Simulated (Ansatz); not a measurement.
## Scan of [Cl···H···N], quartet

Starting geometry:

```yaml
atoms:
  - { symbol: Cl, position_ang: [0.0000, 0.0000, -1.3043] }
  - { symbol: H, position_ang: [0.0000, 0.0000, -0.0255] }
  - { symbol: N, position_ang: [0.0000, 0.0000, 1.3297] }
```

From there H2 is moved from one fragment to the other while all else, the fragments' distance too, stays fixed; atoms are numbered as listed. Energies are in kJ/mol, counted from the starting geometry at the same level.

Basis cc-pVTZ; Ansatz 0.2.0. Only valence electrons are correlated (noble-gas cores frozen). Prefix R: restricted or restricted open-shell reference; prefix U: unrestricted.

Full CI isn't at hand for all of this; UCCSDT(Q) serves as the reference, and is uncertain by about the last step of the cluster series. The frozen core follows each run's orbitals, which can shift R against U totals by a few meV.

```json
{"distance Cl1-H2 (Å)": "1.279", "UCCSDT(Q)": "0.0", "error RHF": "0.0", "error UHF": "0.0", "error RMP2": "0.0", "error UMP2": "0.0", "error RCCSD": "0.0", "error BCCD(T)": "0.0"}
{"distance Cl1-H2 (Å)": "1.324", "UCCSDT(Q)": "2.5", "error RHF": "8.0", "error UHF": "5.5", "error RMP2": "1.9", "error UMP2": "1.7", "error RCCSD": "1.3", "error BCCD(T)": "0.2"}
{"distance Cl1-H2 (Å)": "1.414", "UCCSDT(Q)": "14.7", "error RHF": "27.7", "error UHF": "17.1", "error RMP2": "6.4", "error UMP2": "6.0", "error RCCSD": "3.9", "error BCCD(T)": "0.7"}
{"distance Cl1-H2 (Å)": "1.504", "UCCSDT(Q)": "29.9", "error RHF": "51.1", "error UHF": "26.0", "error RMP2": "6.0", "error UMP2": "10.7", "error RCCSD": "5.7", "error BCCD(T)": "1.0"}
{"distance Cl1-H2 (Å)": "1.594", "UCCSDT(Q)": "48.1", "error RHF": "54.2", "error UHF": "22.7", "error RMP2": "4.3", "error UMP2": "15.2", "error RCCSD": "4.0", "error BCCD(T)": "1.0"}
```

Errors are those of relative energies. In total energy the starting point itself misses UCCSDT(Q) by: RHF 959.1, UHF 943.9, RMP2 127.5, UMP2 125.4, RCCSD 35.6, BCCD(T) 4.1 kJ/mol.

Spread of the error over the points with a reference, to 1.594 Å (largest less smallest): BCCD(T) 1.0, RCCSD 5.7, RMP2 6.4, UMP2 15.2, UHF 26.0, RHF 54.2 kJ/mol.
